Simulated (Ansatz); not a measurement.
**1T (CdI2-type) PtS2**

These are r²SCAN (Ansatz, a quantum-chemistry and plane-wave program, plane waves, PAW) values and carry that method's errors.

Settings: plane-wave cutoff 600 eV, 12×12×8 k mesh (along the axes of the cell as run), scalar-relativistic PAW data made under PBE.

Cell (relaxed at this level):

PtS2 is taken in the trigonal space group P-3m1 (No. 164), the CdI2 type structure, Pearson symbol hP3. Conventional cell: a = b = 3.5477 Å, c = 5.6182 Å, α = β = 90.00°, γ = 120.00°. Pt on 1a is coordinated by 6 S at 2.391 Å (octahedral). S on 2d is surrounded by 3 Pt at 2.391 Å (trigonal pyramidal). (Neighbours: up to the widest gap in distance over summed covalent radii, below 1.35, at either atom; cation-cation and far metal-metal contacts left out.)

For 1T (CdI2-type) PtS2, the elastic constant C11 is 180 GPa. The elastic constant C12 comes out as 51.6 GPa and the elastic constant C13 comes out as 11.7 GPa. The elastic constant C33 comes out as 10.7 GPa. The elastic constant C44 comes out as 7.70 GPa. The elastic constant C66 is 64.0 GPa and the voigt–Reuss–Hill bulk modulus is 34.2 GPa. The polycrystal shear modulus (Hill average) comes out as 23.2 GPa and the Young modulus is 56.7 GPa. The Poisson ratio comes out as 0.224.

Note: the cell comes from a level without a dispersion term, which matters for the spacing of layers, chains or molecules; the cell has widely spaced layers and the level no dispersion term, so their spacing and the moduli can rest on weak binding.

Elastic constants are with the ions relaxed.

Spin–orbit coupling is not included.

The computed numbers hold no vibrational or temperature effects.

Cost on a shared machine: very roughly 25 core-minutes.
